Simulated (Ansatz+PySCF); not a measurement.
```xyz
6

O     0.0000    0.0000   -0.1197
H     0.0000    0.7542    0.4787
H     0.0000   -0.7542    0.4787
O    10.0000    0.0000   -0.1197
H    10.0000    0.7542    0.4787
H    10.0000   -0.7542    0.4787
```

Basis set: cc-pVDZ (spherical functions). Correlated methods keep 2 orbitals frozen. Charge 0, multiplicity 1.

Computed with Ansatz (development build ahead of 0.2.0); each method stands on the lowest determinant of its kind that the runs found. Restricted open shells among the atoms or ions are ROHF, correlated in semicanonical orbitals with singles.

Problem. Give the vertical ionization energy (product with multiplicity 2 at the same shape, open shells in the same class of orbitals) of singlet H₄O₂ in separate pieces by r²SCAN (unrestricted), r²SCAN (restricted), ωB97X (unrestricted), ωB97X (restricted), PBE (unrestricted), PBE (restricted), PBE0 (unrestricted), PBE0 (restricted), UHF-CCSD(T), UHF-CCSD, RHF-MP2, UHF, RHF.

Solution.

```json
{"method": "r²SCAN (unrestricted)", "ionization energy": "9.91 eV"}
{"method": "r²SCAN (restricted)", "ionization energy": "9.95 eV"}
{"method": "ωB97X (unrestricted)", "ionization energy": "11.59 eV"}
{"method": "ωB97X (restricted)", "ionization energy": "11.64 eV"}
{"method": "PBE (unrestricted)", "ionization energy": "9.58 eV"}
{"method": "PBE (restricted)", "ionization energy": "9.60 eV"}
{"method": "PBE0 (unrestricted)", "ionization energy": "10.49 eV"}
{"method": "PBE0 (restricted)", "ionization energy": "10.54 eV"}
{"method": "UHF-CCSD(T)", "ionization energy": "11.94 eV"}
{"method": "UHF-CCSD", "ionization energy": "11.91 eV"}
{"method": "RHF-MP2", "ionization energy": "12.11 eV"}
{"method": "UHF", "ionization energy": "10.73 eV"}
{"method": "RHF", "ionization energy": "10.85 eV"}
```

Caution for r²SCAN (unrestricted), r²SCAN (restricted), ωB97X (unrestricted), ωB97X (restricted), PBE (unrestricted), PBE (restricted), PBE0 (unrestricted), PBE0 (restricted): charge can spread falsely over distant fragments. Caution for UHF-CCSD(T), UHF-CCSD, RHF-MP2, UHF, RHF: the charge can sit on one fragment and break the point group; the determinant breaks the point group. Caution for RHF-MP2: MP2 on this radical cation hangs on the determinant chosen; another reference gives a lower total.
